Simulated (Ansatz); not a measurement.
```yaml
crystal:
  periodic: [false, false, false]
  atoms:
    - {symbol: N, position_ang: [-0.870183, 0.238854, -0.783902]}
    - {symbol: Si, position_ang: [0.167831, -0.981958, -0.192429]}
    - {symbol: S, position_ang: [1.209307, 0.229730, 1.261830]}
    - {symbol: H, position_ang: [-0.920698, 1.203517, -0.492540]}
    - {symbol: H, position_ang: [-1.533362, 0.027147, -1.512428]}
    - {symbol: H, position_ang: [1.989304, -0.781191, 1.673268]}
basis:
  gaussian: {orbitals: STO-3G, fitting: {mean_field: cc-pVTZ-jkfit}, final_grid: {core_spheres: 20, valence_spheres: 16, degree: 47}}
total_charge: 1
magnetization: {spin_polarized: true, initial_magnetization: 1}
hamiltonian: {xc: {name: r2SCAN0}}
scf: {lower_state_search: off}
```

```sh
$ ansatz run in.yaml --threads 4 --pin off --events-out ev --progress --plain --max-ram 10444MiB
```

Shortened log:

```
Functional definition: r2SCAN0
411 factors; integrals over basis functions are off by at most 8.4e-4 eV
mean field evaluation 1: about -20008.0619 eV, gradient 2.6e1 eV
mean field evaluation 2: about -19986.0863 eV, gradient 6.0e1 eV
mean field evaluation 4: about -20012.9995 eV, gradient 3.1e0 eV
mean field evaluation 8: about -20013.0955 eV, gradient 5.1e-2 eV
mean field evaluation 16: about -20013.0956 eV, gradient 3.2e-5 eV
mean field -20013.09556631 eV, -735.4676966986 hartree, gradient 7.0e-6 eV, S^2 0.762909; 0 other end points of the search recorded, 0 dependent functions left out
reference -20013.09557067 eV, -735.4676968589 hartree; 20, 19 occupied and 6, 7 virtual orbitals, 411 factors
Total energy: -20013.09557067 eV, -735.4676968589 hartree
Checks for a lower state left out: stability, starts, cluster_reference, orbital_swaps, neighbouring_geometries, increment
```

It took 0.7 s on 4 threads of an Arm Neoverse V2 on a shared host, with 0.08 GiB of host memory at the peak.
